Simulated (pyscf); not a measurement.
# Routes from [HC–NH₂] [singlet]

Candidate steps break at most two bonds and form at most two. Each was searched with GFN2-xTB (tblite) first. Optimised with ωB97X-D3(BJ)/def2-SVP in PySCF. Energies: ωB97M-D3(BJ)/def2-TZVP, eV, from the reactant's lowest minimum found, singlet surface; ΔG‡ with ideal gas, 1 atm, RRHO with modes under 100 cm⁻¹ raised to 100, one conformer, R ln 2 for chiral ones without a mode under 150 cm⁻¹.

```csv
products,type,ΔE‡,ΔE,ΔG‡ 298 K,ΔG‡ 900 K,ν‡ (cm⁻¹)
H₂C=NH,hydrogen shift,2.19,-1.46,1.99,1.94,1986i
C⁻≡NH⁺ + H₂,elimination,3.16,-0.13,2.88,2.81,1847i
```

Plain bond fissions and candidates not yet searched are not listed, and one of them may be faster. Each barrier is that of the saddle found; lower ones may exist.
